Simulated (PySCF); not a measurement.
Gas-phase reaction: 6 (CH3)2Si ⇌ 6 CH3SiH2 + C6H6

Computed with PySCF and rigid-rotor harmonic-oscillator thermochemistry at 1 bar. † marks an energy on the PBE0/def2-TZVP geometry and frequencies; other levels use their own. Open shells (unrestricted): CH3SiH2 (multiplicity 2); the rest are closed-shell singlets. B3LYP is the form with VWN-RPA correlation. No R ln 2 is added for the mirror-image form of (CH3)2Si. (CH3)2Si, CH3SiH2: computed as isolated molecules; such fragments, hydroxides, amides, oligomers or adducts are transient or little studied in the gas. The harmonic model lacks anharmonicity and excited electronic states, which grow with temperature; levels with a mode under 35 cm⁻¹ are left out. Internal rotation in (CH3)2Si, CH3SiH2 is treated as a harmonic vibration of one conformer, which makes the entropy rough.

| level | ΔE electronic, kJ | ΔH°(298 K), kJ | ΔS°(298 K), J/K | ΔG°(1000 K), kJ |
|---|---|---|---|---|
| B3LYP/def2-TZVP† | 51 | -4 | 94 | -85 |
| HF/def2-TZVP† | -195 | -250 | 94 | -332 |
| M06-2X/def2-TZVP† | 113 | 59 | 94 | -23 |
| PBE/def2-SVP | 9 | -42 | 92 | -122 |
| PBE/def2-TZVP† | 48 | -7 | 94 | -88 |
| ωB97X-V/def2-TZVP† | 84 | 29 | 94 | -53 |
ΔH° is lowest at HF/def2-TZVP† and highest at M06-2X/def2-TZVP†. No reference value is set beside these.
